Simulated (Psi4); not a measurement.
# CH6N2 (methylhydrazine): TPSS/cc-pVDZ, part 2 of 2

Psi4 1.11. The steps go on from the part before.

**3. The triplet: the energy at UTPSS/cc-pVDZ**

input.in reads:

```
memory 1.6 GB

molecule molecule1 {
  0 3
  C
  N 1 1.444594
  N 2 1.41167 1 110.56267
  H 1 1.102046 2 114.00478 3 -57.66969
  H 1 1.092808 4 108.32201 2 121.30493
  H 1 1.090982 5 108.65465 4 -116.94315
  H 2 1.015253 3 111.4761 1 -122.27278
  H 3 1.017446 2 112.48951 7 -38.6335
  H 3 1.010701 8 108.65583 2 -120.41336
  symmetry c1
  no_reorient
  no_com
}

set reference uks
set puream true
set e_convergence 1e-09
set d_convergence 1e-08
set scf_type pk
set dft_radial_points 99
set dft_spherical_points 590
set maxiter 200

e, wfn = energy('tpss/cc-pVDZ', return_wfn=True)
oeprop(wfn, 'MAYER_INDICES', 'LOWDIN_CHARGES', 'QUADRUPOLE', title='TPSS')
```

Command:

```sh
$ psi4 input.in input.out -n 1
```

input.out:

```text
Psi4 1.11 release

   => Loading Basis Set <=

    Name: CC-PVDZ
    Role: ORBITAL
    Keyword: BASIS

         ---------------------------------------------------------
                                   SCF
                              UKS Reference
                        1 Threads,   1525 MiB Core
         ---------------------------------------------------------

  ==> Geometry <==

    Molecular point group: c1
    Full point group: C1

    Geometry (in Angstrom), charge = 0, multiplicity = 3:

       Center              X                  Y                   Z               Mass
    ------------   -----------------  -----------------  -----------------  -----------------
         C           -0.028432906463     0.456364601992    -1.149229085045    12.000000000000
         N           -0.028432906463     0.456364601992     0.295364914955    14.003074004430
         N           -0.028432906463    -0.865365887760     0.791188171126    14.003074004430
         H            0.822234292158    -0.082034943165    -1.597555565504     1.007825032230
         H           -0.004861754259     1.490437706305    -1.501885490892     1.007825032230
         H           -0.946832056865    -0.012844105407    -1.505077246156     1.007825032230
         H            0.770380092934     0.981562144174     0.637130898764     1.007825032230
         H            0.905848933565    -1.266337882457     0.830370638863     1.007825032230
         H           -0.418110238392    -0.861830928196     1.723741436331     1.007825032230

  Running in c1 symmetry.

  Rotational constants: A =      1.31197  B =      0.32346  C =      0.28785 [cm^-1]
  Rotational constants: A =  39331.75409  B =   9696.99018  C =   8629.57184 [MHz]
  Nuclear repulsion =   84.563469403257827

  Charge       = 0
  Multiplicity = 3
  Electrons    = 26
  Nalpha       = 14
  Nbeta        = 12

  ==> Algorithm <==

  SCF Algorithm Type is PK.
  DIIS enabled.
  MOM disabled.
  Fractional occupation disabled.
  Guess Type is SAD.
  Energy threshold   = 1.00e-09
  Density threshold  = 1.00e-08
  Integral threshold = 1.00e-12

  ==> Primary Basis <==

  Basis Set: CC-PVDZ
    Blend: CC-PVDZ
    Number of shells: 36
    Number of basis functions: 72
    Number of Cartesian functions: 75
    Spherical Harmonics?: true
    Max angular momentum: 2

  ==> DFT Potential <==

   => LibXC <=

    Version 7.1.2

   => Composite Functional: TPSS <=

    TPSS Meta-GGA XC Functional

    Deriv               =              1
    GGA                 =           TRUE
    Meta                =           TRUE

    Exchange Hybrid     =          FALSE
    MP2 Hybrid          =          FALSE

   => Exchange Functionals <=

    1.0000   XC_MGGA_X_TPSS

   => Correlation Functionals <=

    1.0000   XC_MGGA_C_TPSS

   => LibXC Density Thresholds  <==

    XC_MGGA_C_TPSS:  1.00E-15
    XC_MGGA_X_TPSS:  1.00E-15

   => Molecular Quadrature <=

    Radial Scheme          =       TREUTLER
    Pruning Scheme         =           NONE
    Nuclear Scheme         =       TREUTLER

    Blocking Scheme        =         OCTREE
    BS radius alpha        =              1
    Pruning alpha          =              1
    Radial Points          =             99
    Spherical Points       =            590
    Total Points           =         497560
    Total Blocks           =           3544
    Max Points             =            256
    Max Functions          =             72
    Weights Tolerance      =       1.00E-15

  ==> Integral Setup <==

  Using in-core PK algorithm.
   Calculation information:
      Number of atoms:                   9
      Number of AO shells:              36
      Number of primitives:             96
      Number of atomic orbitals:        75
      Number of basis functions:        72

      Integral cutoff                 1.00e-12
      Number of threads:                 1

  Performing in-core PK
  Using 6909012 doubles for integral storage.
  We computed 221967 shell quartets total.
  Whereas there are 222111 unique shell quartets.

  ==> DiskJK: Disk-Based J/K Matrices <==

    J tasked:                  Yes
    K tasked:                   No
    wK tasked:                  No
    Memory [MiB]:              205
    Schwarz Cutoff:          1E-12

  Cached 33.4% of DFT collocation blocks in 0.800 [GiB].

  Minimum eigenvalue in the overlap matrix is 9.5005358489E-03.
  Reciprocal condition number of the overlap matrix is 1.8018582868E-03.
    Using symmetric orthogonalization.

  ==> Pre-Iterations <==

  SCF Guess: Superposition of Atomic Densities via on-the-fly atomic UHF (no occupation information).

   -------------------------
    Irrep   Nso     Nmo
   -------------------------
     A         72      72
   -------------------------
    Total      72      72
   -------------------------

  ==> Iterations <==

                        Total Energy        Delta E     RMS |[F,P]|

   @UKS iter SAD:  -150.76941806863186   -1.50769e+02   0.00000e+00
   @UKS iter   1:  -150.55949440406772    2.09924e-01   1.18528e-02 DIIS/ADIIS
   @UKS iter   2:  -149.90234488304745    6.57150e-01   1.91692e-02 DIIS/ADIIS
   @UKS iter   3:  -150.79532906180188   -8.92984e-01   7.64115e-03 DIIS/ADIIS
   @UKS iter   4:  -150.82578502394614   -3.04560e-02   7.08315e-03 DIIS/ADIIS
   @UKS iter   5:  -150.96776677720817   -1.41982e-01   1.68176e-03 DIIS/ADIIS
   @UKS iter   6:  -150.97062502745501   -2.85825e-03   1.13320e-03 DIIS/ADIIS
   @UKS iter   7:  -150.97453146210481   -3.90643e-03   4.13974e-04 DIIS/ADIIS
   @UKS iter   8:  -150.97476924006799   -2.37778e-04   2.84474e-04 DIIS/ADIIS
   @UKS iter   9:  -150.97487235363974   -1.03114e-04   1.94668e-04 DIIS/ADIIS
   @UKS iter  10:  -150.97497202785897   -9.96742e-05   5.18299e-05 DIIS
   @UKS iter  11:  -150.97497708766826   -5.05981e-06   2.78950e-05 DIIS
   @UKS iter  12:  -150.97497928153547   -2.19387e-06   4.16221e-06 DIIS
   @UKS iter  13:  -150.97497933497897   -5.34435e-08   5.65271e-07 DIIS
   @UKS iter  14:  -150.97497933586794   -8.88974e-10   2.97395e-07 DIIS
   @UKS iter  15:  -150.97497933610811   -2.40163e-10   3.70748e-08 DIIS
   @UKS iter  16:  -150.97497933611228   -4.17799e-12   1.17498e-08 DIIS
   @UKS iter  17:  -150.97497933611291   -6.25278e-13   4.48773e-09 DIIS
  Energy and wave function converged.

  ==> Post-Iterations <==

   Electrons on quadrature grid:
      Nalpha   =   14.0000010576 ; deviation = 1.058e-06
      Nbeta    =   12.0000003984 ; deviation = 3.984e-07
      Ntotal   =   26.0000014560 ; deviation = 1.456e-06

   @Spin Contamination Metric:   3.048851913E-03
   @S^2 Expected:                2.000000000E+00
   @S^2 Observed:                2.003048852E+00
   @S   Expected:                1.000000000E+00
   @S   Observed:                1.000000000E+00

    Orbital Energies [Eh]
    ---------------------

    Alpha Occupied:

       1A    -14.228605     2A    -14.172017     3A    -10.049899
       4A     -0.973072     5A     -0.782801     6A     -0.643687
       7A     -0.537897     8A     -0.501196     9A     -0.463354
      10A     -0.404730    11A     -0.377640    12A     -0.302694
      13A     -0.271774    14A     -0.003182

    Alpha Virtual:

      15A      0.040465    16A      0.063513    17A      0.078578
      18A      0.097693    19A      0.106584    20A      0.129985
      21A      0.159339    22A      0.395627    23A      0.399431
      24A      0.421776    25A      0.483828    26A      0.525220
      27A      0.543424    28A      0.582805    29A      0.594247
      30A      0.612464    31A      0.662051    32A      0.705343
      33A      0.720499    34A      0.741421    35A      0.781930
      36A      0.810224    37A      0.924345    38A      0.961091
      39A      1.013279    40A      1.091576    41A      1.236972
      42A      1.265745    43A      1.355118    44A      1.374239
      45A      1.445409    46A      1.492911    47A      1.559443
      48A      1.587168    49A      1.609586    50A      1.636977
      51A      1.723907    52A      1.749192    53A      1.806787
      54A      1.828376    55A      1.892245    56A      1.929223
      57A      1.947325    58A      1.988940    59A      2.043194
      60A      2.121253    61A      2.129879    62A      2.261395
      63A      2.318883    64A      2.359625    65A      2.402566
      66A      2.471786    67A      2.520305    68A      2.598642
      69A      2.690752    70A      2.783637    71A      2.909871
      72A      2.989495

    Beta Occupied:

       1A    -14.211749     2A    -14.164834     3A    -10.049599
       4A     -0.951093     5A     -0.766078     6A     -0.627313
       7A     -0.512692     8A     -0.482987     9A     -0.445840
      10A     -0.391928    11A     -0.372061    12A     -0.246703

    Beta Virtual:

      13A     -0.221137    14A      0.031276    15A      0.063537
      16A      0.080901    17A      0.097612    18A      0.107085
      19A      0.117876    20A      0.152431    21A      0.181330
      22A      0.406268    23A      0.414903    24A      0.434379
      25A      0.514731    26A      0.552825    27A      0.570378
      28A      0.592797    29A      0.607716    30A      0.629997
      31A      0.677517    32A      0.737117    33A      0.747773
      34A      0.758874    35A      0.802729    36A      0.823641
      37A      0.941776    38A      0.975439    39A      1.032898
      40A      1.119347    41A      1.251607    42A      1.283861
      43A      1.377239    44A      1.387169    45A      1.469902
      46A      1.510999    47A      1.574334    48A      1.602960
      49A      1.624945    50A      1.651437    51A      1.743155
      52A      1.768016    53A      1.822952    54A      1.857048
      55A      1.911494    56A      1.949433    57A      1.964361
      58A      2.011386    59A      2.064771    60A      2.140285
      61A      2.153489    62A      2.282072    63A      2.340272
      64A      2.373833    65A      2.414099    66A      2.497683
      67A      2.548660    68A      2.626295    69A      2.721105
      70A      2.815583    71A      2.942207    72A      3.034881

    Final Occupation by Irrep:
              A
    DOCC [    12 ]
    SOCC [     2 ]
    NA   [    14 ]
    NB   [    12 ]

  @UKS Final Energy:  -150.97497933611291

   => Energetics <=

    Nuclear Repulsion Energy =             84.5634694032578267
    One-Electron Energy =                -369.4547661090213069
    Two-Electron Energy =                 155.3330094943262338
    DFT Exchange-Correlation Energy =     -21.4166921246756665
    Empirical Dispersion Energy =           0.0000000000000000
    VV10 Nonlocal Energy =                  0.0000000000000000
    Total Energy =                       -150.9749793361129093

  UHF NO Occupations:
  HONO-2 :   12  A 1.9993406
  HONO-1 :   13  A 1.0000000
  HONO-0 :   14  A 1.0000000
  LUNO+0 :   15  A 0.0006594
  LUNO+1 :   16  A 0.0002791
  LUNO+2 :   17  A 0.0001964
  LUNO+3 :   18  A 0.0001367

Computation Completed

Properties will be evaluated at   0.000000,   0.000000,   0.000000 [a0]

Properties computed using the SCF density matrix

 Multipole Moments:

 ------------------------------------------------------------------------------------
     Multipole            Electronic (a.u.)      Nuclear  (a.u.)        Total (a.u.)
 ------------------------------------------------------------------------------------

 L = 1.  Multiply by 2.5417464519 to convert [e a0] to [Debye]
 Dipole X            :         -1.6522525            1.0582488           -0.5940037
 Dipole Y            :         -0.3624414            0.2345728           -0.1278685
 Dipole Z            :          0.9106430           -1.3280584           -0.4174154
 Magnitude           :                                                    0.7371746

 ------------------------------------------------------------------------------------

	total time  =        121 seconds =       2.02 minutes

Properties will be evaluated at   0.000000,   0.000000,   0.000000 [a0]

Properties computed using the TPSS density matrix

 Multipole Moments:

 ------------------------------------------------------------------------------------
     Multipole            Electronic (a.u.)      Nuclear  (a.u.)        Total (a.u.)
 ------------------------------------------------------------------------------------

 L = 1.  Multiply by 2.5417464519 to convert [e a0] to [Debye]
 Dipole X            :         -1.6522525            1.0582488           -0.5940037
 Dipole Y            :         -0.3624414            0.2345728           -0.1278685
 Dipole Z            :          0.9106430           -1.3280584           -0.4174154
 Magnitude           :                                                    0.7371746

 L = 2.  Multiply by 1.3450342976 to convert [e a0^2] to [Debye ang]
 Quadrupole XX       :        -29.1580581           11.3474740          -17.8105841
 Quadrupole XY       :         -0.4622606           -0.3199045           -0.7821651
 Quadrupole XZ       :         -3.3437043            2.2172745           -1.1264298
 Quadrupole YY       :        -65.7332683           48.1651903          -17.5680780
 Quadrupole YZ       :         37.8264772          -39.2664179           -1.4399407
 Quadrupole ZZ       :       -100.3317468           85.9081641          -14.4235827
 Traceless XX        :         35.9162996          -37.1261354           -1.2098358
 Traceless YY        :         -0.6589105           -0.3084192           -0.9673297
 Traceless ZZ        :        -35.2573891           37.4345546            2.1771655

 ------------------------------------------------------------------------------------
  Lowdin Charges: (a.u.)
   Center  Symbol    Alpha    Beta     Spin     Total
       1     C     3.05617  2.99271  0.06347 -0.04888
       2     N     3.70585  3.02506  0.68080  0.26909
       3     N     3.60320  3.30580  0.29740  0.09101
       4     H     0.53593  0.44007  0.09586  0.02400
       5     H     0.51513  0.47381  0.04132  0.01105
       6     H     0.49830  0.47040  0.02790  0.03130
       7     H     0.83284  0.40934  0.42350 -0.24219
       8     H     0.69985  0.41855  0.28130 -0.11840
       9     H     0.55272  0.46426  0.08845 -0.01698

  Total alpha = 14.00000, Total beta = 12.00000, Total charge = -0.00000

  Mayer Bond Indices:

  Total Bond Index:
  Irrep: 1 Size: 9 x 9

                 1                   2                   3                   4                   5

    1     0.00000000000000     1.05278990745684     0.02456956667816     0.88369101869225     0.92122626547640
    2     1.05278990745684     0.00000000000000     1.31301610898235     0.02323801260823     0.00648148697173
    3     0.02456956667816     1.31301610898235     0.00000000000000     0.02111312133647     0.01482798910847
    4     0.88369101869225     0.02323801260823     0.02111312133647     0.00000000000000     0.00323936282328
    5     0.92122626547640     0.00648148697173     0.01482798910847     0.00323936282328     0.00000000000000
    6     0.95113582806979     0.01605272027728     0.01405946558649    -0.00276198032350    -0.00442062449673
    7    -0.02597225198946     0.59874038242947    -0.02261730488947     0.07369500591790     0.06295054528196
    8    -0.00452864049439     0.01293336901049     0.73205990182289     0.05554914497618     0.02806452860091
    9     0.01057364889387     0.00024787790306     0.90886354814457     0.01485318365364     0.00977671055074

                 6                   7                   8                   9

    1     0.95113582806979    -0.02597225198946    -0.00452864049439     0.01057364889387
    2     0.01605272027728     0.59874038242947     0.01293336901049     0.00024787790306
    3     0.01405946558649    -0.02261730488947     0.73205990182289     0.90886354814457
    4    -0.00276198032350     0.07369500591790     0.05554914497618     0.01485318365364
    5    -0.00442062449673     0.06295054528196     0.02806452860091     0.00977671055074
    6     0.00000000000000     0.03134179365423     0.00852971600838     0.00389730900384
    7     0.03134179365423     0.00000000000000     0.31601080148486     0.11555484798898
    8     0.00852971600838     0.31601080148486     0.00000000000000     0.05880735060033
    9     0.00389730900384     0.11555484798898     0.05880735060033     0.00000000000000

  Alpha Contribution:
  Irrep: 1 Size: 9 x 9

                 1                   2                   3                   4                   5

    1     0.00000000000000     0.50373514378483     0.00354435792398     0.45426375657020     0.44321109594316
    2     0.50373514378483     0.00000000000000     0.51774478349080     0.00010335384606    -0.00347029142936
    3     0.00354435792398     0.51774478349080     0.00000000000000    -0.00700847753940     0.00941554382316
    4     0.45426375657020     0.00010335384606    -0.00700847753940     0.00000000000000     0.00365494607743
    5     0.44321109594316    -0.00347029142936     0.00941554382316     0.00365494607743     0.00000000000000
    6     0.48001461380305    -0.00058446375373     0.00606006172066    -0.00366974570219    -0.00100341580800
    7    -0.03025468904259     0.15784452002279    -0.03460089653204     0.07070727956211     0.06260803397447
    8    -0.00746907756355    -0.02064200951723     0.30107817873763     0.05347469956060     0.02775552707874
    9     0.00559511670654    -0.00683425648204     0.42913379591489     0.01395737971642     0.00740901576709

                 6                   7                   8                   9

    1     0.48001461380305    -0.03025468904259    -0.00746907756355     0.00559511670654
    2    -0.00058446375373     0.15784452002279    -0.02064200951723    -0.00683425648204
    3     0.00606006172066    -0.03460089653204     0.30107817873763     0.42913379591489
    4    -0.00366974570219     0.07070727956211     0.05347469956060     0.01395737971642
    5    -0.00100341580800     0.06260803397447     0.02775552707874     0.00740901576709
    6     0.00000000000000     0.02937265284236     0.00723566036326     0.00364379718441
    7     0.02937265284236     0.00000000000000     0.31422882145143     0.11512191280504
    8     0.00723566036326     0.31422882145143     0.00000000000000     0.05817399342714
    9     0.00364379718441     0.11512191280504     0.05817399342714     0.00000000000000

  Beta Contribution:
  Irrep: 1 Size: 9 x 9

                 1                   2                   3                   4                   5

    1     0.00000000000000     0.54905476367201     0.02102520875418     0.42942726212206     0.47801516953324
    2     0.54905476367201     0.00000000000000     0.79527132549155     0.02313465876216     0.00995177840108
    3     0.02102520875418     0.79527132549155     0.00000000000000     0.02812159887587     0.00541244528530
    4     0.42942726212206     0.02313465876216     0.02812159887587     0.00000000000000    -0.00041558325415
    5     0.47801516953324     0.00995177840108     0.00541244528530    -0.00041558325415     0.00000000000000
    6     0.47112121426674     0.01663718403101     0.00799940386583     0.00090776537869    -0.00341720868873
    7     0.00428243705313     0.44089586240668     0.01198359164257     0.00298772635579     0.00034251130749
    8     0.00294043706915     0.03357537852772     0.43098172308526     0.00207444541558     0.00030900152217
    9     0.00497853218733     0.00708213438510     0.47972975222969     0.00089580393722     0.00236769478365

                 6                   7                   8                   9

    1     0.47112121426674     0.00428243705313     0.00294043706915     0.00497853218733
    2     0.01663718403101     0.44089586240668     0.03357537852772     0.00708213438510
    3     0.00799940386583     0.01198359164257     0.43098172308526     0.47972975222969
    4     0.00090776537869     0.00298772635579     0.00207444541558     0.00089580393722
    5    -0.00341720868873     0.00034251130749     0.00030900152217     0.00236769478365
    6     0.00000000000000     0.00196914081187     0.00129405564512     0.00025351181943
    7     0.00196914081187     0.00000000000000     0.00178198003343     0.00043293518394
    8     0.00129405564512     0.00178198003343     0.00000000000000     0.00063335717319
    9     0.00025351181943     0.00043293518394     0.00063335717319     0.00000000000000

  Atomic Valences:

 #  #
 Irrep: 1
      1:    3.813485342783449
      2:    3.023499865639437
      3:    3.005892396769934
      4:    1.072616869684458
      5:    1.042146264316754
      6:    1.017834227779776
      7:    1.149703819878456
      8:    1.207426172009649
      9:    1.122574476739032

    Psi4 run time: 0:02:01.21
```

Run time: 2 min. Hardware: 1 thread of AMD EPYC 7R43 (Zen 3), shared host; peak memory 1.1 GiB.

**4. Outcome**

What follows sums up all 2 parts.

At TPSS/cc-pVDZ:

| quantity | value |
| --- | --- |
| singlet: total energy | -151.19752 Eh |
| singlet: dipole moment | 1.80 D |
| singlet: HOMO energy | -4.84 eV |
| singlet: LUMO energy | 1.21 eV |
| singlet: HOMO–LUMO gap | 6.05 eV |
| singlet: largest force on an atom | 0.910 eV/Å |
| triplet: total energy | -150.97498 Eh |
| triplet: dipole moment | 1.87 D |
| triplet: HOMO energy (highest over α and β) | -0.09 eV |
| triplet: ⟨S²⟩ | 2.003 |
| vertical energy of the triplet above the singlet | 6.056 eV |

At this shape the triplet lies 6.06 eV (140 kcal/mol) above the singlet. The largest force (singlet) is 0.91 eV/Å: the shape isn't a stationary point for this species at this level.
